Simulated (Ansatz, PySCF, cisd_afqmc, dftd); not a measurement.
Reaction: CHO (SMILES [CH]=O, doublet) → CHO+ (parent SMILES [CH]=O, singlet) + e-
Each species at its own B3LYP-D3(BJ)/def2-TZVP minimum (Ansatz, a quantum-chemistry and plane-wave program).

Wanted: adiabatic ionisation energy (0 K, zero-point energies from PySCF's Hessians at B3LYP-D3(BJ)/def2-TZVP), in eV. Open shells are spin-unrestricted; no spin-orbit coupling. Correlated methods leave the cores frozen. Rows without X2C or -DK are non-relativistic. AFQMC is phaseless with a CISD trial state; ± is one standard error, without the phaseless bias. Outlying blocks are dropped, and bars are widened where a walk drifts. Over all cases where full CI ran beside it in this data, AFQMC minus full CI had a median of +0.1 mEh and passed +0.4 mEh in a tenth of the cases. CBS(X,Y): correlation extrapolated as X^-3, Hartree-Fock from the larger set (Q,5: extrapolated as (X+1)exp(-9√X)). A bracket is a step between two methods taken in the basis named. Functionals run without relativity, which enters their misses. '+ core + X2C': CCSD(T) terms for core correlation (cc-pwCVTZ) and scalar relativity (cc-pVTZ-DK).

Measured: 8.12 eV (CCCBDB table in ASE).

```csv
level,program,adiabatic ionisation energy (eV),error against that value
HF/cc-pVTZ,Ansatz,7.76,-0.36
PBE-D3(BJ)/def2-TZVPD,Ansatz + dftd3,8.40,0.28
PBE0-D3(BJ)/def2-TZVPD,Ansatz + dftd3,8.41,0.29
r2SCANh/def2-TZVPD,Ansatz,8.46,0.34
CAM-B3LYP-D4/def2-TZVPD,Ansatz + dftd4,8.47,0.35
MP2/aug-cc-pVTZ,Ansatz,7.95,-0.17
MP2/cc-pVQZ,Ansatz,7.94,-0.18
CCSD/aug-cc-pVDZ,Ansatz,8.05,-0.07
"CCSD/CBS(aug-cc-pVTZ,aug-cc-pVQZ)",Ansatz,8.15,0.03
CCSD(T)/aug-cc-pVTZ,Ansatz,8.13,0.01
"CCSD(T)/CBS(aug-cc-pVTZ,aug-cc-pVQZ) + core + X2C",Ansatz,8.16,0.04
CCSDT(Q)/aug-cc-pVTZ,Ansatz,8.13,0.01
AFQMC/CISD/aug-cc-pVDZ,cisd_afqmc,8.05 ± 0.02,-0.07
AFQMC/CISD/cc-pVDZ,cisd_afqmc,7.78 ± 0.02,-0.34
AFQMC/CISD/cc-pVTZ,cisd_afqmc,8.06 ± 0.02,-0.06
"CCSD(T)/CBS(cc-pVQZ,cc-pV5Z) + [AFQMC/CISD - CCSD(T)]/cc-pVTZ + core + X2C",Ansatz + cisd_afqmc,8.18 ± 0.02,0.06
"CCSD(T)/CBS(cc-pVQZ,cc-pV5Z) + [CCSDT(Q) - CCSD(T)]/cc-pVTZ + [CCSDTQ - CCSDT(Q)]/cc-pVDZ + core + X2C",Ansatz,8.17,0.05
```
